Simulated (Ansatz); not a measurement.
Write a Python script for Ansatz 0.2.0, Python API that makes a ladder of methods at one geometry of C₂H₃NOS, SMILES C=NC(=O)S. Settings (for the species named): CAM-B3LYP, def2-SVP basis, multiplicity 1. The script varies functional: cam_b3lyp, lc_wpbe, hse06, revpbe, hf.

```xyz
8

C    -1.3314    0.4349    0.7164
N    -0.8562   -0.2396   -0.2277
C     0.4831   -0.2141   -0.3174
O     1.3413    0.4275    0.4235
S     1.2062   -1.2104   -1.6019
H    -2.4762    0.5170    0.8122
H    -0.7810    1.0947    1.4279
H     2.5065   -0.8671   -1.2889
```

`c2h3nos.py`:
```python
from pathlib import Path
import warnings

import ansatz
from ase import Atoms
import numpy as np

warnings.simplefilter("ignore", ansatz.DeckWarning)

atoms = Atoms(["C", "N", "C", "O", "S", "H", "H", "H"], positions=[
    (-1.3314, 0.4349, 0.7164),
    (-0.8562, -0.2396, -0.2277),
    (0.4831, -0.2141, -0.3174),
    (1.3413, 0.4275, 0.4235),
    (1.2062, -1.2104, -1.6019),
    (-2.4762, 0.517, 0.8122),
    (-0.781, 1.0947, 1.4279),
    (2.5065, -0.8671, -1.2889),
])
mol = ansatz.Crystal.molecule_from_ase(atoms)

setup = mol.calculation().basis(gaussian="def2-SVP")

print("functional    E (Ha)        dipole (D)   HOMO (eV)  LUMO (eV)")
for name in ["cam_b3lyp", "lc_wpbe", "hse06", "revpbe", "hf"]:
    rep = setup.functional(name).forces().orbitals().run(runs_dir="runs").report
    lines = Path(rep["orbitals_path"]).read_text().splitlines()
    field_of = lambda key: [line.split("=")[1].strip() for line in lines if line.startswith(key)]
    orbitals = [(27.211386 * float(e), s, float(n)) for e, s, n in zip(field_of("Ene="), field_of("Spin="), field_of("Occup="))]
    homo = max(e for e, _, n in orbitals if n > 0.5)
    lumo = min(e for e, _, n in orbitals if n < 0.5)
    dipole = 4.803205 * np.linalg.norm(rep["charge_distribution"]["dipole_moment_e_ang"])
    print(f"{name:10s} {rep['free_energy_ev'] / 27.211386246:14.6f} {dipole:9.3f} {homo:11.3f} {lumo:10.3f}")
```

Running `python c2h3nos.py` prints:
```text
functional    E (Ha)        dipole (D)   HOMO (eV)  LUMO (eV)
cam_b3lyp     -605.768970     1.552      -8.872     -1.441
lc_wpbe       -605.597698     1.718     -10.317     -0.382
hse06         -605.465847     1.481      -7.241     -3.069
revpbe        -605.735488     1.185      -5.914     -3.499
hf            -603.983082     2.284     -10.456      1.256
```

What to keep in mind:
- Total energies depend on the basis set; only differences at equal settings carry meaning.
- The geometry is a force-field or estimated start, not a minimum of this method, and the basis set is short of its limit. A lower total doesn't mark the better method: functionals have no common bound, and MP2 and coupled cluster aren't variational.
- Levels such as HOMO and LUMO are orbital energies: with these approximate functionals they aren't the ionisation energy and electron affinity, and their gap isn't the fundamental gap.
- hse06 follows the composition of plane-wave codes, whose totals differ by tens of mHa, up to about 0.1 Ha, from the form usual in Gaussian-basis programs (wpbeh).
- Timing: 15 s on 1 thread of Arm Neoverse V1, on a shared host, peak memory 0.25 GiB.
